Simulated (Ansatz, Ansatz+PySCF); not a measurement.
```xyz
8

C     0.0386   -0.9284   -0.0971
O    -0.0218   -0.9591    1.1428
O    -0.0423    0.1483   -0.8761
C    -0.0381    1.3770   -0.1604
H     0.0206   -1.8700   -0.7323
H     0.0463    2.1684   -0.9492
H    -0.8881    1.5510    0.4717
H     0.8953    1.5548    0.4591
```

RHF-MP2 on singlet C₂H₄O₂ was run in several spherical basis sets with Ansatz (development build ahead of 0.2.0). Frozen core: 4 orbitals.

Rank the basis sets by the total energy that they give, lowest first, with the distance from the lowest.
A. cc-pVDZ
B. def2-SVP
C. 6-31G(d)
D. def2-TZVP
E. 6-31G

D (0.00 eV), A (6.13 eV), C (7.68 eV), B (11.44 eV), E (15.50 eV).

Totals follow the description of the cores as much as that of the bonds, so this order isn't one of quality for chemistry.
